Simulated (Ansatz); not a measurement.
Start from `[AlH2][SiH2][SiH3]` and change one atom or group to get `[AlH2][SiH3]`.

Ansatz, PBE0-D4/def2-TZVP geometries, multiplicity 1. 

| property | `[AlH2][SiH2][SiH3]` |
| --- | --- |
| HOMO–LUMO gap (ωB97M-V/def2-TZVPP) / eV | 8.82 |
| HOMO–LUMO gap (PBE/def2-TZVPP) / eV | 3.51 |
| HOMO–LUMO gap (PBE0/def2-TZVPP) / eV | 5.27 |
| HOMO energy (B3LYP/def2-TZVPP) / eV | -7.27 |
| LUMO energy (PBE/def2-TZVPP) / eV | -2.93 |
| HOMO–LUMO gap (B3LYP/def2-TZVPP) / eV | 4.90 |

Q: Give the same properties after the change, and the shifts. (An estimate is asked.)

A: Ansatz gave: 
```json
{"property": "HOMO–LUMO gap (ωB97M-V/def2-TZVPP) / eV", "`[AlH2][SiH3]`": "9.13", "shift": "0.31"}
{"property": "HOMO–LUMO gap (PBE/def2-TZVPP) / eV", "`[AlH2][SiH3]`": "3.66", "shift": "0.15"}
{"property": "HOMO–LUMO gap (PBE0/def2-TZVPP) / eV", "`[AlH2][SiH3]`": "5.50", "shift": "0.23"}
{"property": "HOMO energy (B3LYP/def2-TZVPP) / eV", "`[AlH2][SiH3]`": "-7.42", "shift": "-0.15"}
{"property": "LUMO energy (PBE/def2-TZVPP) / eV", "`[AlH2][SiH3]`": "-2.88", "shift": "0.05"}
{"property": "HOMO–LUMO gap (B3LYP/def2-TZVPP) / eV", "`[AlH2][SiH3]`": "5.12", "shift": "0.22"}
```

With PBE0 the HOMO falls by 0.16 eV and the LUMO rises by 0.07 eV, so the gap widens by about 0.23 eV. PBE moves the HOMO by -0.11 eV and ωB97M-V by -0.22 eV.

B3LYP here is the variant with VWN-RPA as its local correlation; programs differ in this.
